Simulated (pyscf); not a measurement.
Thermochemistry of product channels of `[NH2][SiH2][NH2]` + `[O]` [triplet] on the triplet surface, in kJ/mol, from ωB97M-D3(BJ)/def2-TZVP energies (ideal gas, 1 atm, RRHO with modes under 100 cm⁻¹ raised to 100, one conformer, R ln 2 for chiral ones without a mode under 150 cm⁻¹). PySCF, gas phase, ωB97X-D3(BJ)/def2-SVP geometries.

```csv
products,ΔE,ΔH(298 K),ΔG(600 K),ΔG(1200 K)
`[NH2][SiH]([NH2])[O]` [doublet] + `[H]` [doublet],…,-102.4,-99.4,-101.2
`[NH2][SiH][NH2]` [doublet] + `[OH]` [doublet],…,-30.3,-53.5,-75.5
```

**Question.** Some entries are withheld; supply them.

**Answer.** 
- `[NH2][SiH]([NH2])[O]` [doublet] + `[H]` [doublet], ΔE: -89.7
- `[NH2][SiH][NH2]` [doublet] + `[OH]` [doublet], ΔE: -29.1

These are energies of the channels, which say nothing of barriers. Left out: orbital degeneracy and the spin-orbit lowering of OH, O.
